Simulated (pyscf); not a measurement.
Structures and frequencies: ωB97X-D3(BJ)/def2-SVP in PySCF.

Q: PBE/def2-TZVP puts the barrier of H₃Si–SiH₂–SiH₃ + H• → H₃Si–SiH•–SiH₃ + H₂ (hydrogen abstraction; doublet surface; H–Si broken, H–H formed) at -1.6 kJ/mol and the reaction energy at -81.4 kJ/mol, from the separated reactants. What do B3LYP-D3(BJ)/def2-TZVP, PBE0-D3(BJ)/def2-TZVP, ωB97M-D3(BJ)/def2-TZVP give on the same structures?

A: B3LYP-D3(BJ): ΔE‡ = -2.8 kJ/mol, ΔE = -86.8 kJ/mol; PBE0-D3(BJ): ΔE‡ = 3.8 kJ/mol, ΔE = -75.8 kJ/mol; ωB97M-D3(BJ): ΔE‡ = 14.9 kJ/mol, ΔE = -73.2 kJ/mol. PBE's barrier lies among them. Its reaction energy lies among theirs. At PBE, B3LYP-D3(BJ) this geometry lies under the reactants; that is no barrier but a single point on another level's saddle; such a level's own saddle, if it has one, lies nearer that side and is low. This is the saddle that the search found; another between the same sides may lie lower. The angle at the transferred H is 178°.
